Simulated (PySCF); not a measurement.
Compound: C4H9P.
SMILES with atom numbers: `[CH2:1]=[CH:2][P:3]([CH3:4])[CH3:5]` (hydrogens: H6, H7 on C1; H8 on C2; H9, H10, H11 on C4; H12, H13, H14 on C5)

Computed with PySCF at wB97X-D/pcSseg-2, non-relativistic, on one gas-phase PBE0-D3(BJ)/def2-TZVP geometry that isn't relaxed in the solvent. The solvent is an IEF-PCM continuum (Bondi radii, 1.10 Å for H, scaled by 1.2). The model holds no explicit solvent molecules, cavitation or dispersion.

Gas phase at wB97X-D/pcSseg-2: HOMO -8.08 eV, LUMO 1.55 eV, dipole 1.27 D.

Question: What does the continuum do to the energy, the frontier levels and the dipole at wB97X-D/pcSseg-2 in chloroform?

Answer: 
```csv
solvent,ε,E(solvent) − E(gas) (kJ/mol),polarisation term (kJ/mol),distortion of the solute (kJ/mol),HOMO (eV),LUMO (eV),dipole (D)
chloroform,4.711,-10.32,-11.42,1.10,-8.13,1.57,1.65
```

The polarisation term is half the interaction of the solute with the surface charges that it induces; the rest is the cost of distorting the solute's density. The sum is the electrostatic part of solvation alone.

Question: Which radius a makes the point-dipole formula ΔE = −[(ε − 1)/(2ε + 1)]·μ²/a³ give the value in chloroform, with the gas-phase dipole?

Answer: μ = 0.501 au and |ΔE| = 0.00393 Eh give a = 1.50 Å; the farthest nucleus lies 3.16 Å from the centroid of the nuclei, so such a sphere wouldn't even hold the nuclei. The formula assumes a rigid point dipole at the centre of a sphere.

Conformer computed: `[CH2:1]=[CH:2][P:3]([CH3:4])[CH3:5]`: C1–C2–P3–C4 20°.

Note: wB97X-D ran without an empirical dispersion term, which enters the total energy and its gradient alone.
